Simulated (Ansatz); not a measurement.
**C2H8N2O: one species, many methods**

Aim: compute C2H8N2O with functionals from several rungs and with coupled cluster. The yardstick is the atomisation energy at the CCSD(T) limit.

The runs use Ansatz 0.2.0, Gaussian basis; functionals in def2-TZVPP, the program's frozen cores in correlated methods.

The runs, in order: PBE-D4, r2SCAN-D4, PBE0-D4, B3LYP-D4, ωB97X-V, ωB97M-V, B2PLYP; CCSD(T)/def2-TZVPP; MP2/def2-QZVPP; extrapolation to the limit.

## Step 1: The relaxed structure

All runs share one geometry, relaxed beforehand with PBE0-D4 in a triple-zeta def2 set.

SMILES `CNC(N)O`, 13 atoms, charge 0, spin multiplicity 1.

Atoms are counted from 1 here; the program's logs count them from 0.

Bond lengths: C1–N2 1.452 Å, C1–H6 1.097 Å, C1–H7 1.091 Å, C1–H8 1.093 Å, N2–C3 1.430 Å, N2–H9 1.015 Å, C3–N4 1.439 Å, C3–O5 1.415 Å, C3–H10 1.100 Å, N4–H11 1.013 Å, N4–H12 1.015 Å, O5–H13 0.963 Å. Angles: N2–C1–H6 114.0°, N2–C1–H7 109.3°, N2–C1–H8 109.0°, H6–C1–H7 108.8°, H6–C1–H8 108.0°, H7–C1–H8 107.4°, C1–N2–C3 114.3°, C1–N2–H9 110.3°, C3–N2–H9 108.8°, N2–C3–N4 114.2°, N2–C3–O5 109.8°, N2–C3–H10 106.8°, N4–C3–O5 107.9°, N4–C3–H10 107.9°, O5–C3–H10 110.0°, C3–N4–H11 109.9°, C3–N4–H12 109.6°, H11–N4–H12 107.8° and more.

## Step 2: PBE-D4 (GGA)

Input file in.yaml:

```yaml
crystal:
  periodic: [false, false, false]
  atoms:
    - {symbol: C, position_ang: [-1.766785, 0.234332, 0.149044]}
    - {symbol: N, position_ang: [-0.580584, -0.572787, -0.072474]}
    - {symbol: C, position_ang: [0.649164, 0.098321, 0.211914]}
    - {symbol: N, position_ang: [1.815364, -0.737893, 0.109313]}
    - {symbol: O, position_ang: [0.815977, 1.189568, -0.672699]}
    - {symbol: H, position_ang: [-1.810552, 1.142071, -0.465020]}
    - {symbol: H, position_ang: [-2.655344, -0.367999, -0.048311]}
    - {symbol: H, position_ang: [-1.801956, 0.535170, 1.199758]}
    - {symbol: H, position_ang: [-0.556193, -0.908262, -1.029757]}
    - {symbol: H, position_ang: [0.582659, 0.460107, 1.248797]}
    - {symbol: H, position_ang: [1.738055, -1.517957, 0.750637]}
    - {symbol: H, position_ang: [1.882708, -1.114086, -0.830871]}
    - {symbol: H, position_ang: [1.707787, 1.524716, -0.535428]}
basis:
  gaussian: {orbitals: def2-TZVPP}
hamiltonian: {xc: pbe, dispersion: d4}
output: {forces: true, orbitals: {seedname: orbitals}}
```

The run is started by

```console
$ ansatz run in.yaml --threads 4 --pin off --events-out ev --progress --plain --max-ram 10444MiB
```

Further steps of the session: r2SCAN-D4 (meta-GGA); PBE0-D4 (hybrid); B3LYP-D4 (hybrid); ωB97X-V (range-separated); ωB97M-V (range-separated); B2PLYP (double hybrid); CCSD(T) in def2-TZVPP; MP2 in def2-QZVPP.

Q: Predict the results of all the runs planned. Wanted: atomisation energy, CCSD(T)/CBS; farthest; mean size of error, hybrid; mean size of error, range-separated; gap, smallest and largest; T1 diagnostic; triples share of the correlation energy.

As calculated:

| quantity | value |
| --- | --- |
| atomisation energy, CCSD(T)/CBS | 4815.0 kJ/mol |
| functionals within 24.1 kJ/mol (0.5 %) | r2SCAN-D4, PBE0-D4, B3LYP-D4, ωB97X-V, ωB97M-V |
| farthest | PBE-D4 (+129.7 kJ/mol) |
| mean size of error, hybrid | 12.3 kJ/mol |
| mean size of error, range-separated | 19.5 kJ/mol |
| gap, smallest and largest | 5.64 eV (PBE-D4), 12.29 eV (ωB97X-V) |
| T1 diagnostic | 0.0101 |
| triples share of the correlation energy | 3.7 % |

In words: PBE-D4 is off by +129.7 kJ/mol. Double hybrids carry the basis error of their MP2 part in triple zeta, and no dispersion term here, so their miss is partly the set-up's. Misses under about 24.1 kJ/mol are within the doubt on the reference itself, which lacks core-valence correlation, relativity and higher excitations. Hartree-Fock recovers 68 % of the binding; the rest is correlation. The gap grows from 5.6 to 12.3 eV across the functionals, mostly with the share of exact exchange.
